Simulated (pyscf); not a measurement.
A first-order saddle from PySCF, ωB97X-D3(BJ)/def2-SVP:

```xyz
8

C     -0.1095     0.2994    -0.1880
N      0.1404    -0.7912     0.7406
H      0.7892     0.9408    -0.2218
H     -0.9663     0.9486     0.0713
H     -0.2693    -0.1006    -1.2012
H     -1.8225    -1.6688     0.9526
H     -0.9165    -1.4873     0.8047
H      0.1513    -0.4045     1.6928
```
Charge 0, spin multiplicity 2.

Surface: doublet, charge 0. Lowest wavenumbers (cm⁻¹): 1500i, 197, 395, 726, 984.

Which two sides does it connect, and which bonds change?

H₃C–NH₂ + H• <-> H₃C–NH• + H₂, a hydrogen abstraction read from left to right: H–N broken and H–H formed. At ωB97M-D3(BJ)/def2-TZVP it lies +9.8 kcal/mol from the left side and +12.0 kcal/mol from the right (each side as separated species at their lowest minima found). H₃C–NH• lies 7.3 kcal/mol over its isomer •H₂C–NH₂ (electronic energy, ωB97M-D3(BJ)/def2-TZVP). One saddle was located; it need not be the lowest between these sides. The angle at the transferred H is 157°.
